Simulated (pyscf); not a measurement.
A first-order saddle from PySCF, ωB97X-D3(BJ)/def2-SVP:

```
Si
F 1 1.6133
F 1 1.6305 2 115.09
F 1 1.6914 2 94.59 3 97.14
F 1 1.7023 2 94.92 4 164.92
Si 5 2.3306 1 70.29 2 -126.28
F 6 1.6023 5 85.23 1 125.96
F 6 1.6242 7 109.85 5 -86.47
F 6 1.6373 7 104.04 8 -108.31
C 4 2.3733 1 86.45 2 -178.63
F 10 1.2576 4 84.50 1 112.58
H 10 1.0955 11 117.98 4 -70.93
H 10 1.1000 12 124.28 11 162.42
```
Charge 0, spin multiplicity 1.

Surface: singlet, charge 0. Lowest wavenumbers (cm⁻¹): 274i, 56, 72, 84, 101.

Task: What reaction is this the transition state of?

Result: `[F][Si]([F])([F])[Si]([F])([F])[F]` + `[F][CH2][F]` <-> `[F][CH2][Si]([F])([F])[F]` + `[F][Si]([F])([F])[F]`, a four-centre exchange read from left to right: Si–Si, C–F broken and C–Si, F–Si formed. At ωB97M-D3(BJ)/def2-TZVP it lies +262.3 kJ/mol from the left side and +468.8 kJ/mol from the right (each side as separated species at their lowest minima found). On the reactant side the descent ends in a complex (not fully relaxed), 17.7 kJ/mol under the separated species and 291.8 kJ/mol under the saddle at ωB97X-D3(BJ)/def2-TZVP. At ωB97X-D3(BJ) the barrier from the zero used here is 274.1 kJ/mol. From the product side, •H₂C–F + F–Si•(F)–F + F–Si(F)(F)–F lies, by one bond made or cut, 69.7 kJ/mol under this saddle at ωB97M-D3(BJ). One saddle was located; it need not be the lowest between these sides.
